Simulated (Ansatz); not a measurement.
Zinc-blende InP, relaxed in Ansatz (plane waves) with several semilocal functionals. Each gives its own volume and its own zone-centre TO phonon frequency:

| level | V0 (Å³/atom) | zone-centre TO phonon frequency (cm⁻¹) | ln V0 | ln ω_TO |
|---|---|---|---|---|
| LDA | 24.726 | 303.8 | 3.2079 | 5.7164 |
| r²SCAN+rVV10 | 25.490 | 299.9 | 3.2383 | 5.7034 |
| PBE | 26.453 | 284.1 | 3.2754 | 5.6493 |
| revPBE | 27.013 | 277.8 | 3.2963 | 5.6269 |
| RPBE | 27.232 | 275.4 | 3.3044 | 5.6182 |

Question: Fit a straight line to ln ω_TO against ln V0. What does it predict for r²SCAN, whose volume is 25.763 Å³/atom?

Answer: With x = ln V0 and y = ln ω_TO: means 3.26446 and 5.66284; Σ(Δx Δy) = -0.007166, Σ(Δx²) = 0.006612, so the slope is -1.08. At x = 3.2489 the line gives y = 5.66284 + (-1.08) × (3.2489 − 3.26446) = 5.6796, or 292.8 cm⁻¹. The run with r²SCAN gives 295.9 cm⁻¹, +1.1 % from the line. The rows used scatter about it by up to 1.2 %, while the largest value lies 10 % above the smallest.

Measured: 307 cm⁻¹ (measured, temperature not stated, not corrected to a static lattice; as tabulated in Ioffe Institute, NSM Archive: InP, mechanic properties page).

Ansatz's density-functional and Hartree–Fock values are scalar-relativistic unless marked +SOC, with PAW data made under PBE.

Ansatz is a quantum-chemistry and plane-wave program.
